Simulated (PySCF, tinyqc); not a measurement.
Worked calculation: MP2 on RHF in the sto-3g basis, for HF, spin multiplicity 1. The lowest restricted solution is unstable here: a spin-polarised one lies 0.0202 hartree lower (PySCF). One step of it, computed by the program tinyqc.

Problem. Second-order Moller-Plesset energy. E2 = sum_ijab (ia|jb) [2 (ia|jb) - (ib|ja)] / (e_i + e_j - e_a - e_b) over occupied i, j and virtual a, b; the opposite-spin part is (ia|jb)^2 / denominator, the rest is same-spin, and SCS-MP2 scales them by 6/5 and 1/3.

orbital energies (hartree): MO1 -25.931724, MO2 -1.406652, MO3 -0.464766, MO4 -0.464766, MO5 -0.449362, MO6 0.294947

Two-electron integrals over orbitals (pq|rs), unique and non-zero (hartree):
```
(11|11) 5.364829    (21|11) -0.525281   (21|21) 0.081048    (22|11) 1.241133
(22|21) -0.023258   (22|22) 0.878945    (31|31) 0.029523    (32|31) 0.040305
(32|32) 0.191075    (33|11) 1.264029    (33|21) -0.015225   (33|22) 0.899099
(33|33) 0.997514    (41|41) 0.029523    (42|41) 0.040305    (42|42) 0.191075
(43|43) 0.053770    (44|11) 1.264029    (44|21) -0.015225   (44|22) 0.899099
(44|33) 0.889973    (44|44) 0.997514    (51|11) 0.082707    (51|21) -0.012478
(51|22) 0.005013    (51|33) 0.002450    (51|44) 0.002450    (51|51) 0.016334
(52|11) -0.105114   (52|21) 0.004098    (52|22) -0.045315   (52|33) -0.058827
(52|44) -0.058827   (52|51) 0.020452    (52|52) 0.126892    (53|31) -0.005766
(53|32) -0.023400   (53|53) 0.032886    (54|41) -0.005766   (54|42) -0.023400
(54|54) 0.032886    (55|11) 0.859527    (55|21) -0.008155   (55|22) 0.671867
(55|33) 0.657777    (55|44) 0.657777    (55|51) -0.001469   (55|52) -0.008653
(55|55) 0.654001    (61|11) 0.088518    (61|21) -0.014069   (61|22) 0.002799
(61|33) 0.002628    (61|44) 0.002628    (61|51) -0.013053   (61|52) -0.022591
(61|55) 0.004271    (61|61) 0.018520    (62|11) -0.128876   (62|21) 0.003554
(62|22) -0.071699   (62|33) -0.071658   (62|44) -0.071658   (62|51) -0.019905
(62|52) -0.082909   (62|55) -0.019971   (62|61) 0.019435    (62|62) 0.091275
(63|31) -0.005838   (63|32) -0.024032   (63|53) -0.023681   (63|63) 0.028395
(64|41) -0.005838   (64|42) -0.024032   (64|54) -0.023681   (64|64) 0.028395
(65|11) -0.437768   (65|21) 0.007252    (65|22) -0.255624   (65|33) -0.259904
(65|44) -0.259904   (65|51) 0.001257    (65|52) 0.071633    (65|55) -0.086762
(65|61) -0.004167   (65|62) 0.030022    (65|65) 0.246767    (66|11) 0.822394
(66|21) -0.008753   (66|22) 0.626737    (66|33) 0.613045    (66|44) 0.613045
(66|51) 0.008641    (66|52) 0.038901    (66|55) 0.636357    (66|61) -0.006341
(66|62) -0.048270   (66|65) -0.029147   (66|66) 0.659002
```

Hartree-Fock energy = -98.46748495 hartree

Give: Terms; Pair energies; MP2 correlation energy; SCS-MP2 correlation energy; MP2 total energy.

Solution.

Terms:

| i | j | a | b | (ia\|jb) | (ib\|ja) | denominator | term |
|---|---|---|---|---|---|---|---|
| 5 | 5 | 6 | 6 | 0.2468 | 0.2468 | -1.4886 | -0.0409 |
| 2 | 2 | 6 | 6 | 0.0913 | 0.0913 | -3.4032 | -0.0024 |
| 4 | 4 | 6 | 6 | 0.0284 | 0.0284 | -1.5194 | -0.0005 |
| 3 | 3 | 6 | 6 | 0.0284 | 0.0284 | -1.5194 | -0.0005 |
| 5 | 2 | 6 | 6 | 0.0300 | 0.0300 | -2.4459 | -3.69e-04 |
| 2 | 5 | 6 | 6 | 0.0300 | 0.0300 | -2.4459 | -3.69e-04 |
| 2 | 1 | 6 | 6 | 0.0194 | 0.0194 | -27.9283 | -1.35e-05 |
| 1 | 2 | 6 | 6 | 0.0194 | 0.0194 | -27.9283 | -1.35e-05 |
| 1 | 1 | 6 | 6 | 0.0185 | 0.0185 | -52.4533 | -6.54e-06 |
| 1 | 5 | 6 | 6 | -0.0042 | -0.0042 | -26.9710 | -6.44e-07 |
| 5 | 1 | 6 | 6 | -0.0042 | -0.0042 | -26.9710 | -6.44e-07 |

Pair energies (hartree; pair i-j sums ij and ji):

| pair | opposite spin | same spin |
|---|---|---|
| 1-1 | -6.54e-06 | 0.0000 |
| 2-1 | -2.71e-05 | 0.0000 |
| 2-2 | -0.0024 | 0.0000 |
| 3-3 | -0.0005 | 0.0000 |
| 4-4 | -0.0005 | 0.0000 |
| 5-1 | -1.29e-06 | 0.0000 |
| 5-2 | -0.0007 | 0.0000 |
| 5-5 | -0.0409 | 0.0000 |

MP2 correlation energy = -0.045188 hartree

SCS-MP2 correlation energy = -0.054225 hartree

MP2 total energy = -98.512673 hartree
